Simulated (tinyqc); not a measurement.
Inside a calculation (part 2 of 2). Method: RKS/B3LYP (VWN-RPA form) in the sto-3g basis, for H2O, spin multiplicity 1. Computed by tinyqc, a small Python program that keeps every step (integrals from PySCF). Command: `OMP_NUM_THREADS=1 python tinyqc.py 30145 30146 out.jsonl` (the two numbers bound the seeds that draw the settings). One thread of a shared host (Intel(R) Xeon(R) Processor @ 2.60GHz), about 0.8 s of CPU time with the checks.

Geometry (angstrom):
```
atom         x          y         z
O     0.000000   0.000000  0.000000
H     0.000000   0.729000  0.502000
H     0.000000  -0.729000  0.502000
```

## Iteration 2: building the Kohn-Sham matrix

D after iteration 1:
```
            1O 1s      1O 2s    1O 2px     1O 2py     1O 2pz      2H 1s      3H 1s
1O 1s    2.131191  -0.584885  0.000000   0.000000  -0.040236   0.058446   0.058446
1O 2s   -0.584885   2.598853  0.000000   0.000000   0.247213  -0.254293  -0.254293
1O 2px   0.000000   0.000000  2.000000   0.000000   0.000000   0.000000   0.000000
1O 2py   0.000000   0.000000  0.000000   2.243609   0.000000  -0.195249   0.195249
1O 2pz  -0.040236   0.247213  0.000000   0.000000   2.123649  -0.150204  -0.150204
2H 1s    0.058446  -0.254293  0.000000  -0.195249  -0.150204   0.049437   0.015454
3H 1s    0.058446  -0.254293  0.000000   0.195249  -0.150204   0.015454   0.049437
```

core Hamiltonian H = T + V (hartree):
```
             1O 1s      1O 2s     1O 2px     1O 2py     1O 2pz      2H 1s      3H 1s
1O 1s   -32.810968  -7.634120   0.000000   0.000000  -0.020593  -2.078590  -2.078590
1O 2s    -7.634120  -9.414811   0.000000   0.000000  -0.234604  -4.221087  -4.221087
1O 2px    0.000000   0.000000  -7.522713   0.000000   0.000000   0.000000   0.000000
1O 2py    0.000000   0.000000   0.000000  -7.723218   0.000000  -2.295379   2.295379
1O 2pz   -0.020593  -0.234604   0.000000   0.000000  -7.617790  -1.659974  -1.659974
2H 1s    -2.078590  -4.221087   0.000000  -2.295379  -1.659974  -5.379936  -1.838498
3H 1s    -2.078590  -4.221087   0.000000   2.295379  -1.659974  -1.838498  -5.379936
```

nuclear repulsion = 9.92864959 hartree

V_xc (hartree):
```
            1O 1s      1O 2s     1O 2px     1O 2py     1O 2pz      2H 1s      3H 1s
1O 1s   -2.447485  -0.353643   0.000000   0.000000  -0.001049  -0.098113  -0.098113
1O 2s   -0.353643  -0.686047   0.000000   0.000000   0.001457  -0.278482  -0.278482
1O 2px   0.000000   0.000000  -0.687250   0.000000   0.000000   0.000000   0.000000
1O 2py   0.000000   0.000000   0.000000  -0.681098   0.000000  -0.156418   0.156418
1O 2pz  -0.001049   0.001457   0.000000   0.000000  -0.684717  -0.107245  -0.107245
2H 1s   -0.098113  -0.278482   0.000000  -0.156418  -0.107245  -0.310277  -0.107920
3H 1s   -0.098113  -0.278482   0.000000   0.156418  -0.107245  -0.107920  -0.310277
```

E_xc = sum of w rho eps_xc = -8.19462283 hartree

Given earlier and not repeated: Two-electron integrals (ij|kl) in chemists' order.

J_ij = sum D_kl (ij|kl), K_ij = sum D_kl (ik|jl); F = H + J - 0.1 K + V_xc; E = tr D H + tr D J / 2 - 0.05 tr D K + E_xc + E_nn.

Coulomb J (hartree):
```
            1O 1s      1O 2s    1O 2px     1O 2py     1O 2pz     2H 1s      3H 1s
1O 1s   18.683294   3.565129  0.000000   0.000000   0.003683  0.971244   0.971244
1O 2s    3.565129   8.842372  0.000000   0.000000  -0.000389  3.875633   3.875633
1O 2px   0.000000   0.000000  8.838832   0.000000   0.000000  0.000000   0.000000
1O 2py   0.000000   0.000000  0.000000   8.830117   0.000000  2.306620  -2.306620
1O 2pz   0.003683  -0.000389  0.000000   0.000000   8.834745  1.587154   1.587154
2H 1s    0.971244   3.875633  0.000000   2.306620   1.587154  5.364286   1.666452
3H 1s    0.971244   3.875633  0.000000  -2.306620   1.587154  1.666452   5.364286
```

exchange K (hartree):
```
           1O 1s     1O 2s    1O 2px     1O 2py    1O 2pz     2H 1s      3H 1s
1O 1s   9.851632  1.720190  0.000000   0.000000  0.001491  0.490321   0.490321
1O 2s   1.720190  2.882890  0.000000   0.000000  0.012886  1.180080   1.180080
1O 2px  0.000000  0.000000  2.372369   0.000000  0.000000  0.000000   0.000000
1O 2py  0.000000  0.000000  0.000000   2.373970  0.000000  0.567594  -0.567594
1O 2pz  0.001491  0.012886  0.000000   0.000000  2.372030  0.384285   0.384285
2H 1s   0.490321  1.180080  0.000000   0.567594  0.384285  0.753547   0.419683
3H 1s   0.490321  1.180080  0.000000  -0.567594  0.384285  0.419683   0.753547
```

Kohn-Sham matrix F (hartree):
```
             1O 1s      1O 2s    1O 2px     1O 2py     1O 2pz      2H 1s      3H 1s
1O 1s   -17.560323  -4.594654  0.000000   0.000000  -0.018108  -1.254491  -1.254491
1O 2s    -4.594654  -1.546775  0.000000   0.000000  -0.234825  -0.741943  -0.741943
1O 2px    0.000000   0.000000  0.391632   0.000000   0.000000   0.000000   0.000000
1O 2py    0.000000   0.000000  0.000000   0.188405   0.000000  -0.201937   0.201937
1O 2pz   -0.018108  -0.234825  0.000000   0.000000   0.295035  -0.218494  -0.218494
2H 1s    -1.254491  -0.741943  0.000000  -0.201937  -0.218494  -0.401281  -0.321934
3H 1s    -1.254491  -0.741943  0.000000   0.201937  -0.218494  -0.321934  -0.401281
```

total energy of this density = -73.88739401 hartree

## Iteration 2: DIIS over 2 matrices

error matrix X^T (FDS - SDF) X:
```
           1          2         3          4          5          6          7
1   0.000000   0.110108  0.000000   0.000000   0.036237  -0.293127  -0.293127
2  -0.110108   0.000000  0.000000   0.000000   0.097879   0.565949   0.565949
3   0.000000   0.000000  0.000000   0.000000   0.000000   0.000000   0.000000
4   0.000000   0.000000  0.000000   0.000000   0.000000   0.787490  -0.787490
5  -0.036237  -0.097879  0.000000   0.000000   0.000000   0.446828   0.446828
6   0.293127  -0.565949  0.000000  -0.787490  -0.446828   0.000000   0.000000
7   0.293127  -0.565949  0.000000   0.787490  -0.446828   0.000000   0.000000
```

B (overlaps of the stored error matrices):
```
                1               2
1   3.9027507e-01  -8.4206022e-01
2  -8.4206022e-01   4.9501017e+00
```

Minimise |sum c_i e_i|^2 with sum c_i = 1: solve [B -1; -1 0][c; lambda] = [0; -1] with B_ij = tr e_i^T e_j, and take F = sum c_i F_i.

DIIS coefficients: 0.824566  0.175434

extrapolated F (hartree):
```
             1O 1s      1O 2s     1O 2px     1O 2py     1O 2pz      2H 1s      3H 1s
1O 1s   -23.446177  -5.581672   0.000000   0.000000  -0.042556  -1.524589  -1.524589
1O 2s    -5.581672  -3.003175   0.000000   0.000000  -0.166211  -1.218107  -1.218107
1O 2px    0.000000   0.000000  -1.215312   0.000000   0.000000   0.000000   0.000000
1O 2py    0.000000   0.000000   0.000000  -1.307782   0.000000  -0.433059   0.433059
1O 2pz   -0.042556  -0.166211   0.000000   0.000000  -1.244772  -0.348767  -0.348767
2H 1s    -1.524589  -1.218107   0.000000  -0.433059  -0.348767  -0.694511  -0.467252
3H 1s    -1.524589  -1.218107   0.000000   0.433059  -0.348767  -0.467252  -0.694511
```

## Iteration 2: diagonalisation and new density

X:
```
            1O 1s      1O 2s    1O 2px     1O 2py     1O 2pz      2H 1s      3H 1s
1O 1s    1.024509  -0.147616  0.000000   0.000000  -0.011011   0.023558   0.023558
1O 2s   -0.147616   1.316974  0.000000   0.000000   0.130903  -0.348392  -0.348392
1O 2px   0.000000   0.000000  1.000000   0.000000   0.000000   0.000000   0.000000
1O 2py   0.000000   0.000000  0.000000   1.151937   0.000000  -0.277087   0.277087
1O 2pz  -0.011011   0.130903  0.000000   0.000000   1.058079  -0.155048  -0.155048
2H 1s    0.023558  -0.348392  0.000000  -0.277087  -0.155048   1.268864  -0.102923
3H 1s    0.023558  -0.348392  0.000000   0.277087  -0.155048  -0.102923   1.268864
```

Diagonalise F' = X^T F X, C = X C', fill 5 alpha and 5 beta electrons from the bottom; D = 2 C_occ C_occ^T. Each column has its largest component positive (the first on a tie).

F' = X^T F X (hartree):
```
            1          2          3          4          5          6          7
1  -23.117597  -2.609044   0.000000   0.000000  -0.028768  -0.326515  -0.326515
2   -2.609044  -1.922882   0.000000   0.000000  -0.094347  -0.432780  -0.432780
3    0.000000   0.000000  -1.215312   0.000000   0.000000   0.000000   0.000000
4    0.000000   0.000000   0.000000  -1.217363   0.000000  -0.247016   0.247016
5   -0.028768  -0.094347   0.000000   0.000000  -1.215337  -0.151674  -0.151674
6   -0.326515  -0.432780   0.000000  -0.247016  -0.151674  -0.076210  -0.106170
7   -0.326515  -0.432780   0.000000   0.247016  -0.151674  -0.106170  -0.076210
```

orbital energies (hartree): MO1 -23.446311, MO2 -1.833418, MO3 -1.308535, MO4 -1.215312, MO5 -1.199913, MO6 0.041446, MO7 0.121132

coefficients C:
```
              MO1        MO2        MO3       MO4        MO5        MO6        MO7
1O 1s    0.999599  -0.245768   0.000000  0.000000   0.063588   0.094846   0.000000
1O 2s    0.001785   1.073315   0.000000  0.000000  -0.268918  -0.889818   0.000000
1O 2px   0.000000   0.000000   0.000000  1.000000   0.000000   0.000000   0.000000
1O 2py   0.000000   0.000000   1.015645  0.000000   0.000000   0.000000  -0.670058
1O 2pz   0.002021   0.308535   0.000000  0.000000   0.967163  -0.392765   0.000000
2H 1s   -0.000196  -0.080475  -0.023152  0.000000  -0.010751   0.905036   1.008534
3H 1s   -0.000196  -0.080475   0.023152  0.000000  -0.010751   0.905036  -1.008534
```

D after iteration 2:
```
            1O 1s      1O 2s    1O 2px     1O 2py     1O 2pz      2H 1s      3H 1s
1O 1s    2.127289  -0.558203  0.000000   0.000000  -0.024614   0.037797   0.037797
1O 2s   -0.558203   2.448648  0.000000   0.000000   0.142142  -0.166968  -0.166968
1O 2px   0.000000   0.000000  2.000000   0.000000   0.000000   0.000000   0.000000
1O 2py   0.000000   0.000000  0.000000   2.063070   0.000000  -0.047028   0.047028
1O 2pz  -0.024614   0.142142  0.000000   0.000000   2.061206  -0.070454  -0.070454
2H 1s    0.037797  -0.166968  0.000000  -0.047028  -0.070454   0.014256   0.012112
3H 1s    0.037797  -0.166968  0.000000   0.047028  -0.070454   0.012112   0.014256
```

## Iteration 11 (converged): orbitals

converged F (hartree):
```
             1O 1s      1O 2s     1O 2px     1O 2py     1O 2pz      2H 1s      3H 1s
1O 1s   -18.741364  -4.842414   0.000000   0.000000  -0.026435  -1.321320  -1.321320
1O 2s    -4.842414  -2.064789   0.000000   0.000000  -0.184470  -0.929846  -0.929846
1O 2px    0.000000   0.000000  -0.149051   0.000000   0.000000   0.000000   0.000000
1O 2py    0.000000   0.000000   0.000000  -0.290881   0.000000  -0.303484   0.303484
1O 2pz   -0.026435  -0.184470   0.000000   0.000000  -0.216688  -0.271670  -0.271670
2H 1s    -1.321320  -0.929846   0.000000  -0.303484  -0.271670  -0.545605  -0.381070
3H 1s    -1.321320  -0.929846   0.000000   0.303484  -0.271670  -0.381070  -0.545605
```

As before.

F' = X^T F X (hartree):
```
            1          2          3          4          5          6          7
1  -18.366996  -2.589900   0.000000   0.000000  -0.038572  -0.238845  -0.238845
2   -2.589900  -0.913765   0.000000   0.000000  -0.003557  -0.435740  -0.435740
3    0.000000   0.000000  -0.149051   0.000000   0.000000   0.000000   0.000000
4    0.000000   0.000000   0.000000  -0.023780   0.000000  -0.370785   0.370785
5   -0.038572  -0.003557   0.000000   0.000000  -0.116582  -0.224340  -0.224340
6   -0.238845  -0.435740   0.000000  -0.370785  -0.224340  -0.001727  -0.108861
7   -0.238845  -0.435740   0.000000   0.370785  -0.224340  -0.108861  -0.001727
```

orbital energies (hartree): MO1 -18.752918, MO2 -0.960999, MO3 -0.486762, MO4 -0.211509, MO5 -0.149051, MO6 0.417495, MO7 0.570116

coefficients C:
```
              MO1        MO2        MO3        MO4       MO5        MO6        MO7
1O 1s    0.992913  -0.225560   0.000000   0.119299  0.000000  -0.147153   0.000000
1O 2s    0.033268   0.769393   0.000000  -0.590926  0.000000   1.036260   0.000000
1O 2px   0.000000   0.000000   0.000000   0.000000  1.000000   0.000000   0.000000
1O 2py   0.000000   0.000000   0.604160   0.000000  0.000000   0.000000   1.056174
1O 2pz   0.005630   0.204149   0.000000   0.799439  0.000000   0.709969   0.000000
2H 1s   -0.008640   0.180356   0.434298   0.229471  0.000000  -0.860477  -0.910528
3H 1s   -0.008640   0.180356  -0.434298   0.229471  0.000000  -0.860477   0.910528
```

D after iteration 11:
```
            1O 1s      1O 2s    1O 2px     1O 2py     1O 2pz      2H 1s      3H 1s
1O 1s    2.101973  -0.422018  0.000000   0.000000   0.109829  -0.043769  -0.043769
1O 2s   -0.422018   1.884532  0.000000   0.000000  -0.630304   0.005754   0.005754
1O 2px   0.000000   0.000000  2.000000   0.000000   0.000000   0.000000   0.000000
1O 2py   0.000000   0.000000  0.000000   0.730019   0.000000   0.524772  -0.524772
1O 2pz   0.109829  -0.630304  0.000000   0.000000   1.361623   0.440437   0.440437
2H 1s   -0.043769   0.005754  0.000000   0.524772   0.440437   0.547750  -0.206711
3H 1s   -0.043769   0.005754  0.000000  -0.524772   0.440437  -0.206711   0.547750
```

## Convergence

Stop when the energy changes by less than 1e-08 hartree and every element of the error matrix X^T (F D S - S D F) X is below 3e-05.

Course of the cycle:
```
iteration   E (hartree)     change  largest element of the error matrix
1          -27.98613817          -                             2.44e-01
2          -73.88739401  -4.59e+01                             7.87e-01
3          -74.14836988  -2.61e-01                             7.59e-01
4          -74.04237329   1.06e-01                             7.73e-01
5          -74.41638549  -3.74e-01                             6.98e-01
6          -74.70707495  -2.91e-01                             5.82e-01
7          -75.06272332  -3.56e-01                             3.03e-01
8          -75.16978612  -1.07e-01                             1.56e-02
9          -75.17002937  -2.43e-04                             1.23e-03
10         -75.17003108  -1.71e-06                             5.52e-05
11         -75.17003109  -3.70e-09                             1.75e-06
```

PySCF RKS in the same basis, fine grid = -75.27542755 hartree

Converged in 11 iterations. The coarse grid moves the energy by +1.05e-01 hartree.

## Populations, bond orders and dipole

overlap S:
```
           1O 1s     1O 2s    1O 2px     1O 2py    1O 2pz     2H 1s      3H 1s
1O 1s   1.000000  0.236704  0.000000   0.000000  0.000000  0.063975   0.063975
1O 2s   0.236704  1.000000  0.000000   0.000000  0.000000  0.523210   0.523210
1O 2px  0.000000  0.000000  1.000000   0.000000  0.000000  0.000000   0.000000
1O 2py  0.000000  0.000000  0.000000   1.000000  0.000000  0.343572  -0.343572
1O 2pz  0.000000  0.000000  0.000000   0.000000  1.000000  0.236589   0.236589
2H 1s   0.063975  0.523210  0.000000   0.343572  0.236589  1.000000   0.272601
3H 1s   0.063975  0.523210  0.000000  -0.343572  0.236589  0.272601   1.000000
```

Mulliken: Z minus the diagonal of D S on the atom; Loewdin: the same with S^(1/2) D S^(1/2); Mayer order: 2 sum_s sum (D(s) S)_ij (D(s) S)_ji over the two atoms.

Charges (e):
```
atom   Mulliken    Loewdin
1O    -0.447780  -0.299620
2H     0.223890   0.149810
3H     0.223890   0.149810
```

Mayer bond orders:
```
pair     order
2-1   0.932111
3-1   0.932111
3-2   0.017763
```

dipole moment about the origin, x y z (debye): 0.000000  0.000000  1.748833
